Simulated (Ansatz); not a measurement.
A made-up structure of BHOF (charge +1), closed shell:

```xyz
4
angstrom
O -0.4311 0.2808 -0.0576
B 0.4801 -0.4580 0.3368
F -1.4083 1.0131 -0.3681
H 1.5022 -0.8907 0.0361
```

It is relaxed with PBE-D4/def2-SVP and then PBE0-D4/def2-TZVP (Ansatz 0.2.0). Atoms count as bonded within 1.22 times the sum of their covalent radii (H–H: 0.88 Å). The end point is not checked to be a true minimum.

(1) Does its bonding change? (Judge from chemistry; the calculation decides.)

Results:

(1) By the calculation: No: no bond forms or breaks.

Where it ends: The first stage lowers the energy by 0.61 eV in 10 steps. It ends as BHOF ([BH][O][F]), total charge +1:
| atom | x (Å) | y (Å) | z (Å) |
| --- | --- | --- | --- |
| O1 | -0.2892 | 0.4755 | -0.5775 |
| B2 | 0.5266 | -0.3099 | 0.0083 |
| F3 | -1.4551 | 0.8023 | 0.0786 |
| H4 | 1.3606 | -1.0226 | 0.4379 |

Labels in which every atom is bracketed show which atoms are joined, not bond orders.

For scale, one of the runs: PBE0-D4/def2-TZVP relaxation, 99 basis functions, launched by `ansatz run in.yaml --threads 2 --pin off --events-out ev --progress --plain --max-ram 4352MiB`. Hardware: 2 CPU threads of an Intel Xeon 6975P-C, shared host. Wall time about 3.4 s.
